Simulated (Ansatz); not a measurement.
Born–Oppenheimer molecular dynamics of CH7NSi (10 atoms, charge 0, multiplicity 1). It starts from a relaxed structure.

Theory: RKS B3LYP-D4/def2-SVP (Ansatz 0.2.0).

```
ensemble        : NVT, Nosé–Hoover chain
time step       : 0.5 fs
steps asked     : 300
set temperature : 400 K
thermostat      : time constant 3 fs, chain length 1
seed            : 729471
```

First frame:

```xyz
10
Properties=species:S:1:pos:R:3
Si 0.024 0.057 0.065
N 0.078 -0.243 1.780
H -0.785 -0.481 2.261
H 0.645 0.359 2.371
C 1.772 -0.005 -0.624
H 2.243 -0.978 -0.412
H 1.768 0.152 -1.715
H 2.401 0.783 -0.178
H -0.584 1.371 -0.338
H -0.834 -1.015 -0.523
```

Q: What does the run give?

A: All steps were run.

| Quantity | Value |
| --- | --- |
| steps done | 300 |
| time covered | 150 fs |
| mean temperature over the second half | 393 K |
| spread of the potential energy over the second half | 17.5 meV per atom |
| mean potential energy of the second half above the start | 41.9 meV per atom |

The conserved energy stayed within 0.78 meV per atom of its start (net change 0.05 meV per atom), so the integration is sound. A run of 0.15 ps of so small a system gives no equilibrium averages.

Q: What happens to the structure?

A: The same pairs are bonded in the first frame and the last. Pairs count as bonded within 1.25 times the sum of covalent radii (0.12 Å more for H–H). The details hang on the random start.

Q: How do temperature and energy run in time?

A: 
```csv
time (fs),T (K),potential energy less start (eV),conserved less start (meV/atom)
0.0,400,0.000,0.00
7.5,477,0.472,0.45
15.0,510,0.732,0.40
22.5,494,0.212,0.21
30.0,258,0.253,0.28
37.5,589,0.828,0.53
45.0,341,0.635,0.33
52.5,387,0.216,0.19
60.0,299,0.266,0.09
67.5,364,0.908,0.60
75.0,354,0.688,0.27
82.5,454,0.474,0.26
90.0,169,0.252,0.13
97.5,698,0.384,0.15
105.0,227,0.614,0.29
112.5,424,0.362,0.16
120.0,333,0.188,0.11
127.5,413,0.449,0.28
135.0,343,0.778,0.28
142.5,252,0.477,0.28
150.0,437,0.185,0.05
```

The run took 12 min on 1 thread of Arm Neoverse V2, on a shared host, peak memory 0.15 GiB.
